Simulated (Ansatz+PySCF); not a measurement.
Results of a calculation; reference values are marked as such.
Several solutions for doublet H2OF in separate pieces

```
atom    x (Å)   y (Å)    z (Å)
   O   0.0000  0.0000  -0.3906
   H   0.0000  0.0000   3.1246
   H  30.0000  0.0000  -2.9815
   F  30.0000  0.0000   0.3313
```

Basis set: 6-31G (spherical functions). Charge 0, multiplicity 2.

CASSCF(5,5) was run from several starts with Ansatz (development build ahead of 0.2.0) and PySCF 2.14.0. The starts are those of the Hartree–Fock orbitals from which the active space was taken at the frontier.

```
run  program                        start  converged  energy (hartree)  <S²>
  A   Ansatz  search for the lowest state        yes        -175.13525  0.75
  B   Ansatz      atomic start, no search        yes        -175.02388  0.75
  C   Ansatz      stability test followed        yes        -175.02388  0.75
  D    PySCF             program defaults         no                 –     –
```

Problem. Which runs reached the lowest solution of this kind, and what is wrong with the others?

Solution. A reached the lowest solution found. Converged but too high: B by 3.03 eV, C by 3.03 eV. Convergence only shows a stationary point; in CASSCF the end hangs on which orbitals enter the active space. Not converged: D. Caution: other starts end on other solutions of this active space.
